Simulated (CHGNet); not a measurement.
**hcp Tl**

Calculation: the machine-learned potential CHGNet 0.3.0 (trained on PBE and PBE+U data).

Cell (relaxed at this level):

Space group P6₃/mmc (No. 194); a = b = 3.555 Å, c = 5.763 Å, α = β = 90.00°, γ = 120.00°

```tsv
atom	site	symmetry	x	y	z
Tl	2c	-6m2	0.3333	0.6667	0.2500
```

| Property | Value |
|---|---|
| lattice parameter a | 3.555 Å |
| c axis length | 5.763 Å |
| volume per atom | 31.55 Å³/atom |

Measured, for comparison: lattice constant a 3.457 Å, lattice parameter c 5.525 Å (293 K, no zero-point or thermal correction; as tabulated in Wikipedia's data pages). Computed (rounded) less measured: lattice constant a +2.8 %, lattice parameter c +4.3 %.

A machine-learned potential is trained on density-functional data: it inherits that level's misses and adds fitting errors of its own.

Note: this model's volume lies 10 % above that of the starting cell (a measured, published or database cell).
